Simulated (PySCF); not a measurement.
Ionisation energies (eV) were calculated with PySCF 2.14 by PBE, MP2 (valence), LDA, in another order, as differences of total energies without spin-orbit coupling. The measured values are between term centres (NIST).

```json
{"species": "B (aug-cc-pVQZ-DK, spin-free X2C)", "measured": "8.297", "A": "8.671", "B": "8.642", "C": "8.288"}
{"species": "B⁺ (aug-cc-pVQZ-DK, spin-free X2C)", "measured": "25.155", "A": "24.609", "B": "24.557", "C": "24.486"}
{"species": "Si⁺ (aug-cc-pVQZ-DK, spin-free X2C)", "measured": "16.322", "A": "16.400", "B": "16.356", "C": "16.125"}
{"species": "Cl (aug-cc-pVQZ-DK, spin-free X2C)", "measured": "12.974", "A": "12.956", "B": "13.187", "C": "12.850"}
{"species": "As (aug-cc-pVQZ-DK, spin-free X2C)", "measured": "10.008", "A": "9.875", "B": "10.019", "C": "9.927"}
{"species": "Br⁺ (aug-cc-pVQZ-PP with ECP10MDF, ECP)", "measured": "21.409", "A": "21.301", "B": "21.573", "C": "21.047"}
{"species": "Te (aug-cc-pVQZ-PP with ECP28MDF, ECP)", "measured": "8.749", "A": "8.732", "B": "9.001", "C": "8.458"}
{"species": "Pb⁺ (aug-cc-pVQZ-PP with ECP60MDF, ECP)", "measured": "13.869", "A": "13.709", "B": "13.917", "C": "13.422"}
```

Question: Which column is which method?

Answer: A is PBE (mean error -0.07 eV); B is LDA (mean error 0.06 eV); C is MP2 (valence) (mean error -0.27 eV). PBE, with gradient corrections, lies close to experiment on average, with errors of both signs. LDA overbinds the outer electron and comes out highest. Valence MP2 in a finite basis recovers only part of the missing correlation, so it stays below experiment on average.
